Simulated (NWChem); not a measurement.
**Extrapolating the CCSD(T) correlation energy of Na2**

```xyz
2

Na     0.0000     0.0000     1.5547
Na     0.0000     0.0000    -1.5547
```
Charge 0, spin multiplicity 1.

All runs are NWChem calculations. Structure: optimised with PBE/def2-SVP, a minimum by its harmonic frequencies.

The correlated methods keep 2 core orbitals frozen. The structure started from a generated list of species. Coupled-cluster values serve here as a point of comparison, not as the truth.

Worked example. The CCSD(T) correlation energy is -29.30 mHa in cc-pVDZ and -54.07 mHa in cc-pVTZ. The form E(X) = E∞ + A/X³ turns the pair into an estimate of the basis-set limit.

E∞ = (3³·(-54.07) − 2³·(-29.30))/(3³ − 2³) = -64.5 mHa. The larger basis holds 84 % of that, at about 4 times the processor time of the smaller one. This is a two-point estimate, and a rough one from so small a pair.
